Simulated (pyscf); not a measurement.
Thermochemistry of product channels of O=Sn=O + S=S [triplet] on the triplet surface, in kcal/mol, from CCSD(T)/def2-TZVPP + ΔMP2(QZVPP) energies (ideal gas, 1 atm, RRHO with modes under 100 cm⁻¹ raised to 100, one conformer, R ln 2 for chiral ones without a mode under 150 cm⁻¹). PySCF, gas phase, ωB97X-D3(BJ)/def2-SVP geometries. Correlated levels are frozen-core, on RHF or UHF. ΔMP2 is the change of the MP2 total energy from the triple- to the quadruple-zeta basis.

```tsv
products	ΔE	ΔH(298 K)	ΔG(600 K)	ΔG(1200 K)
O=Sn: [triplet] + cyclic OS₂ (SMILES o1ss1)	+64.6	+64.1	+61.2	[?]
O=Sn=S + O=S [triplet]	[?]	-12.5	-14.0	-15.5
```

Question: Fill in the missing entries.

Answer: 
- O=Sn: [triplet] + cyclic OS₂ (SMILES o1ss1), ΔG(1200 K): +58.8
- O=Sn=S + O=S [triplet], ΔE: -12.6

These are energies of the channels, which say nothing of barriers. O=Sn: [triplet] is an excited spin state, 53.7 kcal/mol over the singlet at ωB97X-D3(BJ)/def2-TZVP. The CCSD(T) − MP2 part came from Ansatz, without density fitting, on the same reference. The largest closed-shell T1 diagnostic is 0.031, which may signal static correlation. The frozen core leaves the outer d or s,p core shells of the metals and heavy elements correlated in the MP2 and CC values, and def2-TZVPP describes them poorly, which can shift differences by a few kcal/mol. The term symbol of open-shell O=Sn: was not checked; spin-orbit terms and orbital degeneracy are left out. Elements past Kr carry the def2 core potentials, without spin-orbit coupling.
